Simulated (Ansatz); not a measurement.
`[NH]N` radical. Total charge 0; spin multiplicity 2.

What are the harmonic wavenumbers in cm⁻¹ at PBE0-D4/def2-TZVP (Ansatz, finite differences of forces, unscaled)? (Best estimate.)

The calculation gave: 558, 706, 1145, 1284, 1486, 1668, 3451, 3514, 3657.

Is this a minimum?

Yes, all 9 modes are real.

Give the ideal-gas thermochemistry at 298.15 K and 1 bar (rigid rotor, harmonic oscillator; point group C1, symmetry number 1).

Zero-point energy 104.5 kJ/mol; H(298) − E = 115.3 kJ/mol; entropy 237.3 J/(mol·K), of which translation 151.7, rotation 75.9, vibration 3.9, electronic 5.8; G(298) − E = 44.5 kJ/mol.

And at 400, 500, 600, 800 and 1000 K?


```
T (K)  H − E (kJ/mol)  S (J/mol/K)  G − E (kJ/mol)
  400           120.1        251.0            19.7
  500           125.4        262.9            -6.1
  600           131.3        273.7           -32.9
  800           144.5        292.6           -89.6
 1000           159.3        309.0          -149.8
```

Rotational constants (cm⁻¹)?

6.874, 1.04, 0.9159.
